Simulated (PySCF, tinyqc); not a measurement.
Inside a calculation. Method: RHF in the sto-6g basis, for BH, spin multiplicity 1. This run ends on a higher stationary point, not on the lowest solution. The lowest restricted solution is unstable here: a spin-polarised one lies 0.0910 hartree lower (PySCF). Computed by tinyqc, a small Python program that keeps every step (integrals from PySCF). Settings: charge = 0, multiplicity = 1, basis = sto-6g, energy threshold = 1e-09, iteration cap = 85, orthogonalisation = symmetric, start = Wolfsberg-Helmholz matrix, DIIS depth = 6, method = RHF. Command: `OMP_NUM_THREADS=1 python tinyqc.py 23174 23175 out.jsonl` (the two numbers bound the seeds that draw the settings). One thread of a shared host (Intel(R) Xeon(R) Processor @ 2.60GHz), about 0.08 s of CPU time with the checks. Later iterations appear only in the table of the cycle.

## One-electron integrals

Geometry (angstrom):
```
atom         x         y         z
B     0.000000  0.000000  0.000000
H     0.000000  0.000000  2.386000
```

Basis sto-6g: exponents (1/bohr^2) and contraction coefficients of normalised primitives:
```
element  l (shell)    exponent  coefficient
B            s (1)  506.011147     0.009164
B            s (1)   92.776814     0.049362
B            s (1)   25.955658     0.168538
B            s (1)    8.916445     0.370563
B            s (1)    3.462507     0.416492
B            s (1)    1.426054     0.130334
B            s (2)   23.194575    -0.013253
B            s (2)    4.590810    -0.046992
B            s (2)    1.426819    -0.033785
B            s (2)    0.548948     0.250242
B            s (2)    0.238410     0.595117
B            s (2)    0.109280     0.240706
B            p (3)   23.194575     0.003760
B            p (3)    4.590810     0.037679
B            p (3)    1.426819     0.173897
B            p (3)    0.548948     0.418036
B            p (3)    0.238410     0.425859
B            p (3)    0.109280     0.101708
H            s (1)   35.523221     0.009164
H            s (1)    6.513144     0.049361
H            s (1)    1.822143     0.168538
H            s (1)    0.625955     0.370563
H            s (1)    0.243077     0.416492
H            s (1)    0.100112     0.130334
```

Overlap, kinetic and nuclear-attraction integrals over the contracted functions; the nuclear repulsion is the sum of Za Zb / Rab.

nuclear repulsion = 1.10892123 hartree

overlap S:
```
           1B 1s     1B 2s    1B 2px    1B 2py    1B 2pz     2H 1s
1B 1s   1.000000  0.264891  0.000000  0.000000  0.000000  0.004426
1B 2s   0.264891  1.000000  0.000000  0.000000  0.000000  0.090127
1B 2px  0.000000  0.000000  1.000000  0.000000  0.000000  0.000000
1B 2py  0.000000  0.000000  0.000000  1.000000  0.000000  0.000000
1B 2pz  0.000000  0.000000  0.000000  0.000000  1.000000  0.117921
2H 1s   0.004426  0.090127  0.000000  0.000000  0.117921  1.000000
```

kinetic energy T (hartree):
```
            1B 1s      1B 2s    1B 2px    1B 2py     1B 2pz      2H 1s
1B 1s   10.947243  -0.333880  0.000000  0.000000   0.000000  -0.002158
1B 2s   -0.333880   0.374498  0.000000  0.000000   0.000000  -0.012424
1B 2px   0.000000   0.000000  1.125026  0.000000   0.000000   0.000000
1B 2py   0.000000   0.000000  0.000000  1.125026   0.000000   0.000000
1B 2pz   0.000000   0.000000  0.000000  0.000000   1.125026  -0.005224
2H 1s   -0.002158  -0.012424  0.000000  0.000000  -0.005224   0.768522
```

nuclear attraction V (hartree):
```
             1B 1s      1B 2s     1B 2px     1B 2py     1B 2pz      2H 1s
1B 1s   -23.613505  -2.802938   0.000000   0.000000  -0.004859  -0.050678
1B 2s    -2.802938  -3.971883   0.000000   0.000000  -0.047248  -0.229945
1B 2px    0.000000   0.000000  -3.964490   0.000000   0.000000   0.000000
1B 2py    0.000000   0.000000   0.000000  -3.964490   0.000000   0.000000
1B 2pz   -0.004859  -0.047248   0.000000   0.000000  -3.986160  -0.281444
2H 1s    -0.050678  -0.229945   0.000000   0.000000  -0.281444  -2.348380
```

core Hamiltonian H = T + V (hartree):
```
             1B 1s      1B 2s     1B 2px     1B 2py     1B 2pz      2H 1s
1B 1s   -12.666262  -3.136818   0.000000   0.000000  -0.004859  -0.052837
1B 2s    -3.136818  -3.597385   0.000000   0.000000  -0.047248  -0.242369
1B 2px    0.000000   0.000000  -2.839463   0.000000   0.000000   0.000000
1B 2py    0.000000   0.000000   0.000000  -2.839463   0.000000   0.000000
1B 2pz   -0.004859  -0.047248   0.000000   0.000000  -2.861134  -0.286668
2H 1s    -0.052837  -0.242369   0.000000   0.000000  -0.286668  -1.579858
```

## Two-electron integrals

Functions are numbered as in S; the eight-fold symmetry (ij|kl) = (ji|kl) = (kl|ij) leaves the list below.

Two-electron integrals (ij|kl) in chemists' order, unique and non-zero (hartree):
```
(11|11) 2.924993   (21|11) 0.480756   (21|21) 0.099484   (22|11) 0.743449
(22|21) 0.188967   (22|22) 0.544922   (31|31) 0.021096   (32|31) 0.030854
(32|32) 0.120443   (33|11) 0.743450   (33|21) 0.188967   (33|22) 0.544922
(33|33) 0.587109   (41|41) 0.021096   (42|41) 0.030854   (42|42) 0.120443
(43|43) 0.031641   (44|11) 0.743450   (44|21) 0.188967   (44|22) 0.544922
(44|33) 0.523827   (44|44) 0.587109   (51|51) 0.021096   (52|51) 0.030854
(52|52) 0.120443   (53|53) 0.031641   (54|54) 0.031641   (55|11) 0.743450
(55|21) 0.188967   (55|22) 0.544922   (55|33) 0.523827   (55|44) 0.523827
(55|55) 0.587109   (61|11) 0.008160   (61|21) 0.001645   (61|22) 0.003128
(61|33) 0.003112   (61|44) 0.003112   (61|51) 0.000130   (61|52) 0.000256
(61|55) 0.003160   (61|61) 0.000028   (62|11) 0.036697   (62|21) 0.009595
(62|22) 0.032813   (62|33) 0.031839   (62|44) 0.031839   (62|51) 0.001032
(62|52) 0.007385   (62|55) 0.034762   (62|61) 0.000171   (62|62) 0.003815
(63|31) 0.000699   (63|32) 0.003738   (63|53) 0.001163   (63|63) 0.000273
(64|41) 0.000699   (64|42) 0.003738   (64|54) 0.001163   (64|64) 0.000273
(65|11) 0.042472   (65|21) 0.011199   (65|22) 0.039808   (65|33) 0.038076
(65|44) 0.038076   (65|51) 0.001671   (65|52) 0.011482   (65|55) 0.043271
(65|61) 0.000204   (65|62) 0.005300   (65|65) 0.007509   (66|11) 0.221761
(66|21) 0.058740   (66|22) 0.221387   (66|33) 0.214437   (66|44) 0.214437
(66|51) 0.004852   (66|52) 0.046696   (66|55) 0.235287   (66|61) 0.001035
(66|62) 0.039762   (66|65) 0.058551   (66|66) 0.774999
```

## Orthogonalisation

S = U s U^T; symmetric (Loewdin) form X = U s^(-1/2) U^T, so that X^T S X = 1.

eigenvalues of S: 0.718692  0.888002  1.000000  1.000000  1.108882  1.284425

X:
```
            1B 1s      1B 2s    1B 2px    1B 2py     1B 2pz      2H 1s
1B 1s    1.027854  -0.139187  0.000000  0.000000  -0.000738   0.007248
1B 2s   -0.139187   1.031111  0.000000  0.000000   0.004226  -0.047363
1B 2px   0.000000   0.000000  1.000000  0.000000   0.000000   0.000000
1B 2py   0.000000   0.000000  0.000000  1.000000   0.000000   0.000000
1B 2pz  -0.000738   0.004226  0.000000  0.000000   1.005301  -0.059798
2H 1s    0.007248  -0.047363  0.000000  0.000000  -0.059798   1.008503
```

## Starting guess

The start is the generalised Wolfsberg-Helmholz matrix (K = 1.75) built on H; D = 2 C_occ C_occ^T.

D at the start:
```
            1B 1s     1B 2s     1B 2px     1B 2py     1B 2pz      2H 1s
1B 1s    1.950159  0.085549   0.000000   0.000000  -0.040318  -0.010152
1B 2s    0.085549  0.012866   0.000000   0.000000   0.130656   0.012722
1B 2px   0.000000  0.000000   0.133596  -0.499344   0.000000   0.000000
1B 2py   0.000000  0.000000  -0.499344   1.866404   0.000000   0.000000
1B 2pz  -0.040318  0.130656   0.000000   0.000000   1.925196   0.191551
2H 1s   -0.010152  0.012722   0.000000   0.000000   0.191551   0.019078
```

## Iteration 1: building the Fock matrix

J_ij = sum D_kl (ij|kl), K_ij = sum D_kl (ik|jl); F = H + J - 0.5 K; E = tr D H + tr D J / 2 - 0.25 tr D K + E_nn.

Coulomb J (hartree):
```
           1B 1s     1B 2s     1B 2px     1B 2py    1B 2pz     2H 1s
1B 1s   8.735479  1.704357   0.000000   0.000000  0.007118  0.028701
1B 2s   1.704357  3.648357   0.000000   0.000000  0.034457  0.208959
1B 2px  0.000000  0.000000   3.573192  -0.031599  0.000000  0.000000
1B 2py  0.000000  0.000000  -0.031599   3.682846  0.000000  0.000000
1B 2pz  0.007118  0.034457   0.000000   0.000000  3.689028  0.251703
2H 1s   0.028701  0.208959   0.000000   0.000000  0.251703  1.377233
```

exchange K (hartree):
```
            1B 1s     1B 2s     1B 2px     1B 2py     1B 2pz     2H 1s
1B 1s    5.870471  1.133225   0.000000   0.000000  -0.001462  0.023298
1B 2s    1.133225  0.709658   0.000000   0.000000   0.087506  0.052988
1B 2px   0.000000  0.000000   0.246905  -0.277370   0.000000  0.000000
1B 2py   0.000000  0.000000  -0.277370   1.209425   0.000000  0.000000
1B 2pz  -0.001462  0.087506   0.000000   0.000000   1.258529  0.140172
2H 1s    0.023298  0.052988   0.000000   0.000000   0.140172  0.054710
```

Fock matrix F (hartree):
```
            1B 1s      1B 2s    1B 2px    1B 2py     1B 2pz      2H 1s
1B 1s   -6.866018  -1.999074  0.000000  0.000000   0.002989  -0.035785
1B 2s   -1.999074  -0.303856  0.000000  0.000000  -0.056544  -0.059903
1B 2px   0.000000   0.000000  0.610276  0.107086   0.000000   0.000000
1B 2py   0.000000   0.000000  0.107086  0.238671   0.000000   0.000000
1B 2pz   0.002989  -0.056544  0.000000  0.000000   0.198630  -0.105051
2H 1s   -0.035785  -0.059903  0.000000  0.000000  -0.105051  -0.229980
```

total energy of this density = -23.70216371 hartree

## Iteration 1: diagonalisation and new density

Diagonalise F' = X^T F X, C = X C', fill 3 alpha and 3 beta electrons from the bottom; D = 2 C_occ C_occ^T. Each column has its largest component positive (the first on a tie).

F' = X^T F X (hartree):
```
           1          2         3         4          5          6
1  -6.688172  -1.130426  0.000000  0.000000   0.008384   0.015310
2  -1.130426   0.122143  0.000000  0.000000  -0.049736  -0.050031
3   0.000000   0.000000  0.610276  0.107086   0.000000   0.000000
4   0.000000   0.000000  0.107086  0.238671   0.000000   0.000000
5   0.008384  -0.049736  0.000000  0.000000   0.212095  -0.102641
6   0.015310  -0.050031  0.000000  0.000000  -0.102641  -0.215320
```

orbital energies (hartree): MO1 -6.870913, MO2 -0.245644, MO3 0.210021, MO4 0.220204, MO5 0.327099, MO6 0.638926

coefficients C:
```
              MO1        MO2        MO3        MO4        MO5       MO6
1B 1s    0.992465  -0.025886   0.000000  -0.115758  -0.277223  0.000000
1B 2s    0.027182   0.071728   0.000000   0.405888   0.956136  0.000000
1B 2px   0.000000   0.000000  -0.258453   0.000000   0.000000  0.966024
1B 2py   0.000000   0.000000   0.966024   0.000000   0.000000  0.258453
1B 2pz  -0.000055   0.173036   0.000000   0.912904  -0.388445  0.000000
2H 1s   -0.001480   0.956069   0.000000  -0.328135  -0.034737  0.000000
```

D after iteration 1:
```
            1B 1s     1B 2s     1B 2px     1B 2py     1B 2pz      2H 1s
1B 1s    1.971315  0.050240   0.000000   0.000000  -0.009067  -0.052437
1B 2s    0.050240  0.011767   0.000000   0.000000   0.024820   0.137073
1B 2px   0.000000  0.000000   0.133596  -0.499344   0.000000   0.000000
1B 2py   0.000000  0.000000  -0.499344   1.866404   0.000000   0.000000
1B 2pz  -0.009067  0.024820   0.000000   0.000000   0.059883   0.330870
2H 1s   -0.052437  0.137073   0.000000   0.000000   0.330870   1.828141
```

## Iteration 2: building the Fock matrix

As before.

Coulomb J (hartree):
```
           1B 1s     1B 2s     1B 2px     1B 2py    1B 2pz     2H 1s
1B 1s   7.797278  1.466445   0.000000   0.000000  0.011394  0.024782
1B 2s   1.466445  3.053185   0.000000   0.000000  0.100382  0.217024
1B 2px  0.000000  0.000000   3.004070  -0.031599  0.000000  0.000000
1B 2py  0.000000  0.000000  -0.031599   3.113725  0.000000  0.000000
1B 2pz  0.011394  0.100382   0.000000   0.000000  3.041756  0.278042
2H 1s   0.024782  0.217024   0.000000   0.000000  0.278042  2.357207
```

exchange K (hartree):
```
            1B 1s     1B 2s     1B 2px     1B 2py     1B 2pz     2H 1s
1B 1s    5.858748  1.056322   0.000000   0.000000  -0.000168  0.019551
1B 2s    1.056322  0.489464   0.000000   0.000000   0.045338  0.131172
1B 2px   0.000000  0.000000   0.187708  -0.277370   0.000000  0.000000
1B 2py   0.000000  0.000000  -0.277370   1.150228   0.000000  0.000000
1B 2pz  -0.000168  0.045338   0.000000   0.000000   0.189878  0.200664
2H 1s    0.019551  0.131172   0.000000   0.000000   0.200664  1.467716
```

Fock matrix F (hartree):
```
            1B 1s      1B 2s    1B 2px     1B 2py     1B 2pz      2H 1s
1B 1s   -7.798358  -2.198534  0.000000   0.000000   0.006618  -0.037830
1B 2s   -2.198534  -0.788932  0.000000   0.000000   0.030464  -0.090931
1B 2px   0.000000   0.000000  0.070753   0.107086   0.000000   0.000000
1B 2py   0.000000   0.000000  0.107086  -0.300852   0.000000   0.000000
1B 2pz   0.006618   0.030464  0.000000   0.000000   0.085683  -0.108958
2H 1s   -0.037830  -0.090931  0.000000   0.000000  -0.108958   0.043491
```

total energy of this density = -24.18471949 hartree

## Iteration 2: DIIS over 2 matrices

error matrix X^T (FDS - SDF) X:
```
           1          2         3         4          5          6
1   0.000000  -0.120582  0.000000  0.000000  -0.005147   0.044144
2   0.120582   0.000000  0.000000  0.000000  -0.021716  -0.172490
3   0.000000   0.000000  0.000000  0.000000   0.000000   0.000000
4   0.000000   0.000000  0.000000  0.000000   0.000000   0.000000
5   0.005147   0.021716  0.000000  0.000000   0.000000  -0.184591
6  -0.044144   0.172490  0.000000  0.000000   0.184591   0.000000
```

B (overlaps of the stored error matrices):
```
                1               2
1   3.5856556e-01  -6.3019553e-02
2  -6.3019553e-02   1.6162656e-01
```

Minimise |sum c_i e_i|^2 with sum c_i = 1: solve [B -1; -1 0][c; lambda] = [0; -1] with B_ij = tr e_i^T e_j, and take F = sum c_i F_i.

DIIS coefficients: 0.347625  0.652375

extrapolated F (hartree):
```
            1B 1s      1B 2s    1B 2px     1B 2py     1B 2pz      2H 1s
1B 1s   -7.474253  -2.129197  0.000000   0.000000   0.005356  -0.037119
1B 2s   -2.129197  -0.620308  0.000000   0.000000   0.000218  -0.080145
1B 2px   0.000000   0.000000  0.258304   0.107086   0.000000   0.000000
1B 2py   0.000000   0.000000  0.107086  -0.113301   0.000000   0.000000
1B 2pz   0.005356   0.000218  0.000000   0.000000   0.124946  -0.107600
2H 1s   -0.037119  -0.080145  0.000000   0.000000  -0.107600  -0.051574
```

## Iteration 2: diagonalisation and new density

As before.

F' = X^T F X (hartree):
```
           1          2         3          4          5          6
1  -7.299624  -1.138768  0.000000   0.000000   0.002829   0.018257
2  -1.138768  -0.185887  0.000000   0.000000   0.009062  -0.068713
3   0.000000   0.000000  0.258304   0.107086   0.000000   0.000000
4   0.000000   0.000000  0.107086  -0.113301   0.000000   0.000000
5   0.002829   0.009062  0.000000   0.000000   0.139056  -0.114348
6   0.018257  -0.068713  0.000000   0.000000  -0.114348  -0.032242
```

orbital energies (hartree): MO1 -7.477481, MO2 -0.141951, MO3 -0.121853, MO4 0.016657, MO5 0.203981, MO6 0.286954

coefficients C:
```
              MO1        MO2        MO3        MO4        MO5       MO6
1B 1s    0.994061   0.000000  -0.134894  -0.256569  -0.061054  0.000000
1B 2s    0.021622   0.000000   0.460231   0.906278   0.226286  0.000000
1B 2px   0.000000  -0.258453   0.000000   0.000000   0.000000  0.966024
1B 2py   0.000000   0.966024   0.000000   0.000000   0.000000  0.258453
1B 2pz  -0.000586   0.000000   0.294854  -0.359991   0.893136  0.000000
2H 1s   -0.001129   0.000000   0.773857  -0.366541  -0.538277  0.000000
```

D after iteration 2:
```
            1B 1s      1B 2s     1B 2px     1B 2py     1B 2pz      2H 1s
1B 1s    2.012709  -0.081178   0.000000   0.000000  -0.080713  -0.211022
1B 2s   -0.081178   0.424560   0.000000   0.000000   0.271376   0.712257
1B 2px   0.000000   0.000000   0.133596  -0.499344   0.000000   0.000000
1B 2py   0.000000   0.000000  -0.499344   1.866404   0.000000   0.000000
1B 2pz  -0.080713   0.271376   0.000000   0.000000   0.173878   0.456351
2H 1s   -0.211022   0.712257   0.000000   0.000000   0.456351   1.197712
```

## Iteration 10 (converged): orbitals

converged F (hartree):
```
            1B 1s      1B 2s    1B 2px     1B 2py     1B 2pz      2H 1s
1B 1s   -7.300662  -2.063768  0.000000   0.000000   0.009072  -0.033376
1B 2s   -2.063768  -0.729956  0.000000   0.000000  -0.030058  -0.169764
1B 2px   0.000000   0.000000  0.330678   0.107086   0.000000   0.000000
1B 2py   0.000000   0.000000  0.107086  -0.040927   0.000000   0.000000
1B 2pz   0.009072  -0.030058  0.000000   0.000000   0.341707  -0.094511
2H 1s   -0.033376  -0.169764  0.000000   0.000000  -0.094511  -0.121677
```

As before.

F' = X^T F X (hartree):
```
           1          2         3          4          5          6
1  -7.136851  -1.078621  0.000000   0.000000   0.010115   0.031068
2  -1.078621  -0.309505  0.000000   0.000000  -0.017720  -0.151243
3   0.000000   0.000000  0.330678   0.107086   0.000000   0.000000
4   0.000000   0.000000  0.107086  -0.040927   0.000000   0.000000
5   0.010115  -0.017720  0.000000   0.000000   0.356077  -0.108972
6   0.031068  -0.151243  0.000000   0.000000  -0.108972  -0.096186
```

orbital energies (hartree): MO1 -7.303220, MO2 -0.287284, MO3 -0.069577, MO4 0.022549, MO5 0.359328, MO6 0.381489

coefficients C:
```
              MO1        MO2        MO3        MO4       MO5        MO6
1B 1s    0.994627  -0.209824   0.000000  -0.206082  0.000000  -0.011426
1B 2s    0.019627   0.730624   0.000000   0.740392  0.000000   0.049464
1B 2px   0.000000   0.000000  -0.258453   0.000000  0.966024   0.000000
1B 2py   0.000000   0.000000   0.966024   0.000000  0.258453   0.000000
1B 2pz  -0.000995   0.098692   0.000000  -0.148001  0.000000   0.991251
2H 1s   -0.001083   0.630195   0.000000  -0.734382  0.000000  -0.294086
```

D after iteration 10:
```
            1B 1s      1B 2s     1B 2px     1B 2py     1B 2pz      2H 1s
1B 1s    2.066620  -0.267562   0.000000   0.000000  -0.043394  -0.266615
1B 2s   -0.267562   1.068395   0.000000   0.000000   0.144174   0.920829
1B 2px   0.000000   0.000000   0.133596  -0.499344   0.000000   0.000000
1B 2py   0.000000   0.000000  -0.499344   1.866404   0.000000   0.000000
1B 2pz  -0.043394   0.144174   0.000000   0.000000   0.019482   0.124392
2H 1s   -0.266615   0.920829   0.000000   0.000000   0.124392   0.794293
```

## Convergence

Stop when the energy changes by less than 1e-09 hartree and every element of the error matrix X^T (F D S - S D F) X is below 9e-06.

Course of the cycle:
```
iteration   E (hartree)     change  largest element of the error matrix
1          -23.70216371          -                             3.33e-01
2          -24.18471949  -4.83e-01                             1.85e-01
3          -24.39035044  -2.06e-01                             1.64e-01
4          -24.45366349  -6.33e-02                             6.71e-02
5          -24.44976950   3.89e-03                             1.25e-01
6          -24.45296668  -3.20e-03                             1.10e-01
7          -24.46489788  -1.19e-02                             5.05e-02
8          -24.46786575  -2.97e-03                             1.27e-03
9          -24.46786781  -2.06e-06                             2.10e-05
10         -24.46786781  -4.64e-10                             1.65e-06
```

PySCF RHF in the same basis = -24.78167759 hartree

Converged in 10 iterations. But the solution lies 0.31381 hartree above the reference: it is another stationary point, not the lowest restricted one. Reruns (cap 100 unless said): DIIS 8: converged in 12 to a higher stationary point; damping 0.5: converged in 33 to a higher stationary point; level shift 0.5: converged in 30 to a higher stationary point; atomic densities as start, DIIS 8: converged in 70.

## Populations, bond orders and dipole

Mulliken: Z minus the diagonal of D S on the atom; Loewdin: the same with S^(1/2) D S^(1/2); Mayer order: 2 sum_s sum (D(s) S)_ij (D(s) S)_ji over the two atoms.

Charges (e):
```
atom   Mulliken    Loewdin
1B    -0.109227  -0.108465
2H     0.109227   0.108465
```

Mayer bond orders:
```
pair     order
2-1   0.988069
```

dipole moment about the origin, x y z (debye): 0.000000  0.000000  0.426209
